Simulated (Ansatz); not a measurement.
System: hcp Hf. Method: HSE06-D3(BJ) (plane waves, PAW; Ansatz, a first-principles code).

From the output:

```
WARN output.stress: scf.exx.energy_threshold = 1e-6 eV is looser than the 2e-8 eV advised for a stress under a hybrid functional (1e-8 eV for each atom of the …
Crystal: 2 atoms, lattice volume = 43.454 Å³
Basis set: ecut = 460 eV, 977 PW (Γ), exchange–correlation on 48×48×72 points (8 copies of the dense FFT grid, shifted against one another)
Bands: 32, of which v1, the nominal top of the filled ones, is band 26 counted from 1 (25 counted from 0)
Symmetry: 24 space group operations
Space group: P63/mmc (ITA 194), of the structure as read, at distance tolerance 3.5e-5 Å
k-points: 76 of 864
SCF iter   1: F=—  HF=-31444.196653 eV  |F-HF|=—  |Δ(HF+E_count)|=         —  Δρ=3.29e-3  dr2=2.06e-3
SCF iter   2: F=—  HF=-31444.197374 eV  |F-HF|=—  |Δ(HF+E_count)|=   7.20e-4  Δρ=1.98e-3  dr2=9.68e-4
  ...
SCF 1 converged in 9 iterations: F = -31444.197530 eV  dr2 = 1.78e-11
Crystal: 2 atoms, lattice volume = 43.454 Å³
Initial density: handed on by an earlier stage of this run
Crystal: 2 atoms, lattice volume = 43.454 Å³
Crystal: 2 atoms, lattice volume = 43.454 Å³
SCF iter   3: F=—  HF=-31444.633454 eV  |F-HF|=—  |Δ(HF+E_count)|=  4.73e-11  Δρ=5.55e-7  dr2=7.09e-10
SCF iter   4: F=-31444.633454 eV  HF=-31444.633454 eV  |F-HF|=6.55e-11  |Δ(HF+E_count)|=   4.95e-9  Δρ=5.50e-7  dr2=1.47e-10
SCF 4 converged in 4 iterations: F = -31444.633454 eV  dr2 = 1.47e-10
Free energy (F): -31444.633454 eV
Internal energy: -31444.624586 eV  (E = F + TS)
E sigma→0 (E₀):  -31444.629020 eV
Fermi energy:    20.627177 eV
--- Forces (eV/Å), atoms counted from 1 ---
  atom   1  Hf     0.00000000     0.00000000    -0.00000000
  atom   2  Hf     0.00000000    -0.00000000     0.00000000
--- Stress (GPa, compression-positive) ---
       -0.010658       0.000000      -0.000000
        0.000000      -0.010658       0.000000
       -0.000000       0.000000      -0.035664
  P = ⅓ Tr σ = -0.0190 GPa (-0.190 kbar)
```

Problem. Write an input file that could have produced this run (the log leaves some choices open).

Solution. One answer among several that fit: 
Ansatz 0.2 input:
```yaml
crystal:
  lattice:
    - [1.5848840891, -2.7450997664, 0.0]
    - [1.5848840891, 2.7450997664, 0.0]
    - [0.0, 0.0, 4.993925865]
  atoms:
    - { symbol: Hf, position: [0.3333333333, 0.6666666667, 0.25] }
    - { symbol: Hf, position: [0.6666666667, 0.3333333333, 0.75] }
basis:
  ecutwfc: 460
  ecutrho_ratio: 4
  xc_grid: 2
kpoints:
  mp_grid: { grid: [12, 12, 6] }
hamiltonian:
  xc: hse06
  dispersion: d3bj
  pseudopotentials: { kind: paw }
scf:
  occupations: { method: fermi_dirac, width: 0.05 }
  convergence: { dr2_threshold: 0.0000000002 }
output:
  forces: true
  stress: true
  eigenvalues: true
```

The PAW data were made under PBE.

Note: the run warned that the count of filled bands differs between k points.
